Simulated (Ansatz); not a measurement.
**Al₂H₂ (singlet): one geometry, many settings at angle Al2–Al1–H3 = 180.0°**

Aim: run Al₂H₂ (singlet) at one geometry under a spread of methods and options, and see what each costs and gives.

Program: Ansatz 0.2.0, Gaussian basis. Level of theory: the settings change from run to run. These are calculated values, not measurements.

11 further runs of the same task are left out: 2 for a mislabelled method, 7 that didn't finish, 2 set aside as unsound or not needed.

### Step 1. What is computed

The geometry derives from a PBE0/def2-TZVP stationary point (not a proven minimum). One angle is set to the value named; bond lengths are kept.

4 atoms, charge 0, spin multiplicity 1.

Atoms are counted from 1 here; the program's logs count them from 0.

Bond lengths: Al1–Al2 2.635 Å, Al1–H3 1.622 Å, Al2–H4 1.622 Å. Angles: Al2–Al1–H3 180.0°, Al1–Al2–H4 120.2°.

### Step 2. MP2 on RHF/def2-mTZVP

in.yaml

```yaml
crystal:
  periodic: [false, false, false]
  atoms:
    - {symbol: Al, position_ang: [0.000000, 0.536536, 1.187511]}
    - {symbol: Al, position_ang: [0.000000, -0.501567, -1.234085]}
    - {symbol: H, position_ang: [0.000000, 1.175773, 2.678668]}
    - {symbol: H, position_ang: [0.000000, -2.111855, -1.431936]}
basis:
  gaussian: {orbitals: def2-mTZVP}
magnetization: {spin_polarized: false}
correlation: {method: mp2, electrons: valence}
scf: {lower_state_search: off}
```

Command:

```sh
$ ansatz run in.yaml --threads 1 --pin off --events-out ev --progress --plain --max-ram 2393MiB
```

What it wrote:

```text
Functional definition: HF
  name "HF"
  cite "Fock, Z. Phys. 61, 126 (1930) doi:10.1007/BF01340294"
  parent pbe
  exchange = exact_x
  correlation = 0
these checks for a lower state are left out or cut short: stability, starts, cluster_reference, orbital_swaps, neighbouring_geometries, increment
458 factors; integrals over basis functions are off by at most 6.3e-4 eV
mean field evaluation 1: about -13193.7372 eV, gradient 1.0e1 eV
mean field evaluation 2: about -13193.7377 eV, gradient 1.0e1 eV
mean field evaluation 4: about -13194.4782 eV, gradient 1.1e0 eV
mean field evaluation 8: about -13194.5175 eV, gradient 1.2e-1 eV
mean field -13194.51818773 eV, -484.8895998335 hartree, gradient 3.7e-6 eV, S^2 0.000000; 0 other end points of the search recorded, 0 dependent functions left out
10 core orbitals not correlated: weight in the atoms' cores, before any rotation towards them, 1.000 or more for the frozen orbitals, at most 0.000 for the correlated occupied ones
reference -13194.51818773 eV, -484.8895998335 hartree; 4, 4 occupied and 36, 36 virtual orbitals, 458 factors
second order -2.39290590 eV of doubles, -0.00000000 eV of singles
Total energy: -13196.91109363 eV, -484.9775375032 hartree
Checks for a lower state left out: stability, starts, cluster_reference, orbital_swaps, neighbouring_geometries, increment
```

Run time: 0.21 s. Hardware: 1 thread of Arm Neoverse V1, shared host.

### Step 3. NEVPT2(6,6)/6-31G

Edit in.yaml of step 2 so:

```diff
@@ -8,5 +8,5 @@
 basis:
-  gaussian: {orbitals: def2-mTZVP}
-magnetization: {spin_polarized: false}
-correlation: {method: mp2, electrons: valence}
-scf: {lower_state_search: off}
+  gaussian: {orbitals: 6-31G}
+correlation: {method: sc_nevpt2, electrons: valence, active_space: {window: {electrons: 6, orbitals: 6}}}
+accuracy: high
+output: {forces: true}
```

Launched as before.

What it wrote, shortened:

```text
Functional definition: HF
  name "HF"
  cite "Fock, Z. Phys. 61, 126 (1930) doi:10.1007/BF01340294"
  parent pbe
[...]
637 factors; integrals over basis functions are off by at most 3.2e-9 eV
[...]
mean field -13193.07161185 eV, -484.8364391504 hartree, gradient 2.9e-8 eV, S^2 0.000000; 5 other end points of the search recorded, 0 dependent functions left out; unrestricted orbitals would lower it
reference -13193.07161185 eV, -484.8364391504 hartree; 14, 14 occupied and 16, 16 virtual orbitals, 637 factors
state -13194.49706688 eV, -484.8888236565 hartree
state -13194.49706688 eV, -484.8888236565 hartree; corrected -13195.27822539 eV, -484.9175307021 hartree
state -13194.00261898 eV, -484.8706530313 hartree
state -13194.00261898 eV, -484.8706530313 hartree; corrected -13195.16124447 eV, -484.9132317326 hartree
state -13194.49706688 eV, -484.8888236565 hartree; corrected -13195.27822539 eV, -484.9175307021 hartree
[...]
Total energy: -13195.27822539 eV, -484.9175307021 hartree
Atom 0 at     0.000000     0.536536     1.187511 Å, force     0.000000    -1.678073     0.105254 eV/Å
Atom 1 at     0.000000    -0.501567    -1.234085 Å, force     0.000000     1.168323    -0.431770 eV/Å
Atom 2 at     0.000000     1.175773     2.678668 Å, force     0.000000     0.938886     0.033897 eV/Å
Atom 3 at     0.000000    -2.111855    -1.431936 Å, force    -0.000000    -0.429136     0.292619 eV/Å
Dipole moment:    -0.000000     0.193800     0.224135 e Å
```

Wall time 3.2 s (1 thread of Arm Neoverse V1, shared host).

From the report: 400 determinants; active occupations 1.97, 1.97, 1.82, 0.18, 0.04, 0.02.

### Step 4. HF/def2-SVPD

Edit in.yaml of step 3 so:

```diff
@@ -8,5 +8,5 @@
 basis:
-  gaussian: {orbitals: 6-31G}
-correlation: {method: sc_nevpt2, electrons: valence, active_space: {window: {electrons: 6, orbitals: 6}}}
-accuracy: high
-output: {forces: true}
+  gaussian: {orbitals: def2-SVPD}
+magnetization: {spin_polarized: false}
+hamiltonian: {xc: hf}
+output: {forces: true, orbitals: {seedname: orbitals}}
```

Same command.

What it wrote, shortened:

```text
Functional definition: HF
  name "HF"
  cite "Fock, Z. Phys. 61, 126 (1930) doi:10.1007/BF01340294"
  parent pbe
[...]
582 factors; integrals over basis functions are off by at most 1.1e-3 eV
[...]
mean field -13190.25950005 eV, -484.7330959479 hartree, gradient 1.1e-5 eV, S^2 0.000000; 0 other end points of the search recorded, 0 dependent functions left out
[...]
reference -13190.25950005 eV, -484.7330959479 hartree; 14, 14 occupied and 50, 50 virtual orbitals, 582 factors
Total energy: -13190.25950005 eV, -484.7330959479 hartree
Atom 0 at     0.000000     0.536536     1.187511 Å, force     0.000000    -1.310735     0.936103 eV/Å
Atom 1 at     0.000000    -0.501567    -1.234085 Å, force    -0.000000     0.586358    -1.050478 eV/Å
Atom 2 at     0.000000     1.175773     2.678668 Å, force    -0.000000     0.603555    -0.493976 eV/Å
Atom 3 at     0.000000    -2.111855    -1.431936 Å, force     0.000000     0.120821     0.608351 eV/Å
Dipole moment:     0.000000     0.324367     0.579617 e Å
```

Wall time 0.57 s (1 thread of Arm Neoverse V1, shared host).

### Step 5. HF/STO-3G

Edit in.yaml of step 4 so:

```diff
@@ -8,4 +8,4 @@
 basis:
-  gaussian: {orbitals: def2-SVPD}
-magnetization: {spin_polarized: false}
+  gaussian: {orbitals: STO-3G}
+magnetization: {spin_polarized: true, initial_magnetization: 0}
 hamiltonian: {xc: hf}
```

Launched as before.

What it wrote, shortened:

```text
Functional definition: HF
  name "HF"
  cite "Fock, Z. Phys. 61, 126 (1930) doi:10.1007/BF01340294"
  parent pbe
[...]
208 factors; integrals over basis functions are off by at most 1.5e-4 eV
[...]
mean field -13033.84346861 eV, -478.9849128150 hartree, gradient 4.1e-6 eV, S^2 0.249292; 3 other end points of the search recorded, 0 dependent functions left out
[...]
reference -13033.84346861 eV, -478.9849128150 hartree; 14, 14 occupied and 6, 6 virtual orbitals, 208 factors
Total energy: -13033.84346861 eV, -478.9849128150 hartree
Atom 0 at     0.000000     0.536536     1.187511 Å, force     0.000000    -0.414922     2.701732 eV/Å
Atom 1 at     0.000000    -0.501567    -1.234085 Å, force    -0.000000    -0.482378    -2.372636 eV/Å
Atom 2 at     0.000000     1.175773     2.678668 Å, force    -0.000000    -0.132720    -1.539865 eV/Å
Atom 3 at     0.000000    -2.111855    -1.431936 Å, force     0.000000     1.030020     1.210769 eV/Å
Dipole moment:    -0.000000     0.392657     0.313073 e Å
```

Wall time 0.24 s (1 thread of Arm Neoverse V1, shared host).

From the report: ⟨S²⟩ of the determinant 0.249 (pure singlet: 0.00).

### Step 6. CCSDT(Q) on RHF/6-31G

Edit in.yaml of step 5 so:

```diff
@@ -8,5 +8,6 @@
 basis:
-  gaussian: {orbitals: STO-3G}
-magnetization: {spin_polarized: true, initial_magnetization: 0}
-hamiltonian: {xc: hf}
-output: {forces: true, orbitals: {seedname: orbitals}}
+  gaussian: {orbitals: 6-31G}
+magnetization: {spin_polarized: false}
+correlation: {method: ccsdt_q, electrons: outside_noble_gas}
+accuracy: high
+output: {forces: true}
```

Launched as before.

What it wrote, shortened:

```text
Functional definition: HF
  name "HF"
  cite "Fock, Z. Phys. 61, 126 (1930) doi:10.1007/BF01340294"
  parent pbe
[...]
637 factors; integrals over basis functions are off by at most 3.2e-9 eV
[...]
mean field -13193.07161185 eV, -484.8364391504 hartree, gradient 2.9e-8 eV, S^2 0.000000; 5 other end points of the search recorded, 0 dependent functions left out; unrestricted orbitals would lower it
determinant -13193.07161185 eV, -484.8364391504 hartree, with singles and doubles -13195.71088348 eV, -484.9334305938 hartree
determinant -13191.50009561 eV, -484.7786869937 hartree, with singles and doubles -13194.53949142 eV, -484.8903827296 hartree
10 core orbitals not correlated: weight in the atoms' cores, before any rotation towards them, 1.000 or more for the frozen orbitals, at most 0.000 for the correlated occupied ones
reference -13193.07161185 eV, -484.8364391504 hartree; 4, 4 occupied and 16, 16 virtual orbitals, 637 factors
second order -1.77803220 eV of doubles, -0.00000000 eV of singles
cycle   1  -2.26551134 eV  change   -4.9e-1 eV  update   9.9e-2
[...]
cycle  37  -2.75337656 eV  change   2.0e-10 eV  update  3.2e-10
perturbative correction -0.00747110 eV, -0.0002745579 hartree
[...]
Total energy: -13195.83245951 eV, -484.9378984305 hartree
Atom 0 at     0.000000     0.536536     1.187511 Å, force     0.000000    -1.512656     0.274484 eV/Å
Atom 1 at     0.000000    -0.501567    -1.234085 Å, force    -0.000000     1.102047    -0.675449 eV/Å
Atom 2 at     0.000000     1.175773     2.678668 Å, force    -0.000000     0.879972     0.071073 eV/Å
Atom 3 at     0.000000    -2.111855    -1.431936 Å, force     0.000000    -0.469363     0.329892 eV/Å
Dipole moment:    -0.000000     0.189848     0.238134 e Å
```

It took 4.8 s on 1 thread of Arm Neoverse V1, shared host.

From the report: correlation -2.7608 eV; T1 0.048; largest double amplitude 0.16.

### Step 7. CCSDT/6-31G

Edit in.yaml of step 6 so:

```diff
@@ -9,5 +9,4 @@
   gaussian: {orbitals: 6-31G}
-magnetization: {spin_polarized: false}
-correlation: {method: ccsdt_q, electrons: outside_noble_gas}
-accuracy: high
-output: {forces: true}
+magnetization: {spin_polarized: true, initial_magnetization: 0}
+hamiltonian: {xc: {name: PBE0}}
+correlation: {method: ccsdt, electrons: outside_noble_gas}
```

Launched as before.

What it wrote, shortened:

```text
Functional definition: PBE0
  name "PBE0"
  cite "Adamo & Barone, J. Chem. Phys. 110, 6158 (1999) doi:10.1063/1.478522"
  cite "Perdew, Burke & Ernzerhof, Phys. Rev. Lett. 77, 3865 (1996) doi:10.1103/PhysRevLett.77.3865"
  parent pbe
[...]
601 factors; integrals over basis functions are off by at most 9.8e-8 eV
[...]
mean field -13215.92236762 eV, -485.6761889363 hartree, gradient 7.5e-6 eV, S^2 0.784962; 17 other end points of the search recorded, 0 dependent functions left out
10 core orbitals not correlated: weight in the atoms' cores, before any rotation towards them, 1.000 or more for the frozen orbitals, at most 0.000 for the correlated occupied ones
reference -13193.13631593 eV, -484.8388169814 hartree; 4, 4 occupied and 16, 16 virtual orbitals, 601 factors
second order -1.78084484 eV of doubles, -0.15082768 eV of singles
cycle   1  -2.32598269 eV  change   -4.0e-1 eV  update   8.1e-2
[...]
cycle  30  -2.63090806 eV  change    6.9e-7 eV  update   9.3e-7
Total energy: -13195.76722399 eV, -484.9355010695 hartree
```

It took 18 s on 1 thread of Arm Neoverse V1, shared host.

From the report: ⟨S²⟩ of the determinant 0.785 (pure singlet: 0.00); correlation -2.6309 eV; T1 0.185; largest double amplitude 0.15. The determinant is far from a pure spin state, so its energy mixes those of several spin states (harmless only where they are near-degenerate, as at dissociation). The orbitals are Kohn-Sham ones, so correlation energy and T1 don't compare with those on Hartree-Fock orbitals.

### Step 8. The runs in one table

Where basis and cores are those of an earlier FCI/6-31G run (-13195.8334 eV), and the state is the same kind, the miss against it is given.

```csv
level,correlated,functions,energy (eV),from FCI (meV),time
MP2 on RHF/def2-mTZVP,valence,50,-13196.9111,,0.21 s
"NEVPT2(6,6)/6-31G",valence,30,-13195.2782,,3.2 s
HF/def2-SVPD,,64,-13190.2595,,0.57 s
HF/STO-3G,,20,-13033.8435,,0.24 s
CCSDT(Q) on RHF/6-31G,outside noble gas,30,-13195.8325,0.9,4.8 s
CCSDT/6-31G (on PBE0 orbitals),outside noble gas,30,-13195.7672,66.1,18 s
```

### Step 9. What came out

```
quantity                                 value
    runs                                     6
quickest         MP2 on RHF/def2-mTZVP, 0.21 s
 slowest  CCSDT/6-31G (on PBE0 orbitals), 18 s
```

**Reading.** Total energies in different bases, with other cores or another treatment of relativity can't be set against each other. CCSDT/6-31G (on PBE0 orbitals) took 83 times as long as MP2 on RHF/def2-mTZVP; the jobs differ in more than the method. Among the correlated runs with a miss given, it spans +1 to +66 meV. Cores frozen from Kohn-Sham orbitals shift the total energy.
